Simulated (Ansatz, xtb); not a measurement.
## Isomers of AlH3OP in order of energy

4 gas-phase structures of AlH3OP, found in a search over its isomers (lower ones may exist). Each was relaxed with GFN2-xTB; where two conformers were screened, the lower at r2SCAN-D4/def2-SVP is listed:

A. `[AlH2][O][PH]`, a doublet
B. `[OH][Al][PH2]`, a doublet
C. `[OH][AlH][PH]`, a doublet
D. `[AlH][O]P`, a doublet

Task: Which do you expect lowest at r2SCAN-D4/def2-SVP, and how would the others follow?

Result: Calculated order at r2SCAN-D4/def2-SVP: B (0.0), C (4.9), A (43.1), D (70.9) kJ/mol.

Energies above the lowest of each column, in kJ/mol; the last columns are at PBE0-D3(BJ)/pcseg-1 geometries (a dash: not run or not comparable):

```
structure  GFN2-xTB  HF/STO-3G  r2SCAN-D4/def2-SVP  PBE0-D3(BJ)/pcseg-1  CCSD(T)/def2-SVP + ΔMP2/def2-TZVPP
        B      95.3      127.9                 0.0                  0.0                                 0.0
        C      54.5       42.2                 4.9                 15.4                                 5.5
        A       0.0        0.0                43.1                 67.0                                   –
        D      66.0      138.0                70.9                 89.5                                   –
```

CCSD(T)/def2-SVP + ΔMP2/def2-TZVPP puts B lowest of those it was run on; GFN2-xTB picks A, HF/STO-3G picks A. Flexible structures stand in one conformer each, not always the lowest. Frequencies (PBE0-D3(BJ)/pcseg-1) were run for B, C alone. Open shells are spin-unrestricted. ΔMP2 is the change of the MP2 energy from the smaller to the larger basis.

Over these structures GFN2-xTB departs from r2SCAN-D4/def2-SVP by 48.2 kJ/mol on average once a common shift is removed. A GFN2-xTB relaxation took about 0.078 s and the r2SCAN-D4/def2-SVP energy about 3.3 s on a shared host (Ansatz 0.2.0, xtb 6.7.1).
